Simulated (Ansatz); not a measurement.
# S2: state-averaged CASSCF

Program: Ansatz, Gaussian basis, development build. State-averaged CASSCF with equal weights; occupations are averaged over the states; levels count from the state that is lowest in CASSCF. Solutions may break the symmetry of the shape. The lowest solution met needn't be the lowest there is, nor hold the orbitals that a chemist would pick. The average may hold one member of a degenerate pair alone.

Geometry: bond length 1.9040 Å.

Basis cc-pVDZ, nonrelativistic, 10 orbitals frozen in the corrections; active space CAS(12,8). Averaged: 2 triplets.

CASSCF levels: triplet 0.00, triplet 3.29 eV.

**Question.** How does SC-NEVPT2 move them?

**Answer.** triplet 0.00, triplet 3.37 eV, in the same order of listing. The lowest state stays.
